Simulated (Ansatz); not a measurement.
System: 1T (CdI2-type) TiTe₂. Method: PBE (PAW; Ansatz, an electronic-structure program).

Question: Estimate the interlayer binding energy, layer repeat distance and gap between the layers that the calculation returns.

Answer: 
* **interlayer binding energy**: 2.5 meV/Å²
* **layer repeat distance**: 6.876 Å
* **gap between the layers**: 3.418 Å

Note: the cell comes from a level without a dispersion term, which matters for the spacing of layers, chains or molecules; the volume lies 5 % above that of the published cell; the cell has widely spaced layers and the level no dispersion term, so their spacing and the moduli can rest on weak binding.

Spin–orbit coupling is not included.

Static lattice: no zero-point or thermal effects.

The result took about 4 core-minutes (a rough figure).
